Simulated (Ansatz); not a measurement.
Born–Oppenheimer molecular dynamics of CH₃MgO (6 atoms, charge 0, multiplicity 2). It goes on from the last frame of an earlier run, with new velocities.

The calculation used UKS BLYP-D4/def2-SVP in Ansatz.

```yaml
ensemble: NVT, Nosé–Hoover chain
time_step: 1 fs
steps_asked: 150
set_temperature: 100 K
thermostat: time constant 100 fs, chain length 1
seed: 920577
```

First frame:

```xyz
6
Properties=species:S:1:pos:R:3
C 0.510 -0.187 0.001
O -0.823 0.258 0.037
Mg -2.309 1.115 -0.471
H 0.546 -1.117 -0.646
H 1.210 0.557 -0.505
H 0.972 -0.434 1.018
```

What does the run give?

The run went to its last step.

```
steps done                                               : 150
time covered                                             : 150 fs
mean temperature over the second half                    : 115 K
spread of the potential energy over the second half      : 2.3 meV per atom
mean potential energy of the second half above the start : -3.7 meV per atom
```

The conserved energy stayed within 0.27 meV per atom of its start (net change -0.046 meV per atom), so the integration is sound. The mean temperature of the second half is 15 % above the set value. A run of 0.15 ps of so small a system gives no equilibrium averages.

What happens to the structure?

The same pairs are bonded in the first frame and the last. Pairs count as bonded within 1.25 times the sum of covalent radii (0.12 Å more for H–H). The details hang on the random start.

How do temperature and energy run in time?


```
time (fs)  T (K)  potential energy less start (eV)  conserved less start (meV/atom)
      0.0    100                             0.000                             0.00
      7.0    142                            -0.023                            -0.21
     14.0    115                            -0.009                            -0.19
     21.0    107                            -0.004                             0.02
     28.0     52                             0.025                             0.15
     35.0    159                            -0.032                            -0.09
     42.0     93                             0.001                            -0.16
     49.0    171                            -0.040                            -0.22
     56.0     68                             0.014                             0.07
     63.0    149                            -0.029                             0.03
     70.0    103                            -0.006                            -0.06
     77.0    156                            -0.036                            -0.21
     84.0    103                            -0.009                            -0.11
     91.0    147                            -0.033                             0.00
     98.0     71                             0.005                             0.08
    105.0    159                            -0.043                            -0.14
    112.0     94                            -0.011                            -0.13
    119.0    159                            -0.047                            -0.15
    126.0     85                            -0.010                             0.01
    133.0     94                            -0.016                            -0.01
    140.0    113                            -0.028                            -0.14
    147.0    103                            -0.025                            -0.14
```

Run time: 11 min on 1 thread of Intel(R) Xeon(R) Processor @ 2.50GHz (Skylake/Cascade Lake), on a shared host, peak memory 0.13 GiB.
